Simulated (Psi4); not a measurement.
A dimer, H2O ··· CH4O (SMILES O and CO); the first 3 atoms form monomer A.

```
9

O     -0.0012     0.3896     0.0000
H     -0.7644    -0.1972     0.0000
H      0.7656    -0.1924     0.0000
C      3.3180    -0.7875    -0.5911
O      2.3076    -1.2877     0.2735
H      2.9093    -0.8126    -1.6002
H      3.5897     0.2473    -0.3547
H      4.2231    -1.4046    -0.5701
H      2.6408    -1.2775     1.1760
```

Question: What interaction energy does SAPT0/jun-cc-pVDZ, frozen core in Psi4 give, and which attractive term is the largest?

Answer: Total -22.54 kJ/mol: electrostatics -39.53, exchange 34.73, induction -10.49, dispersion -7.25. The most attractive term is electrostatics.
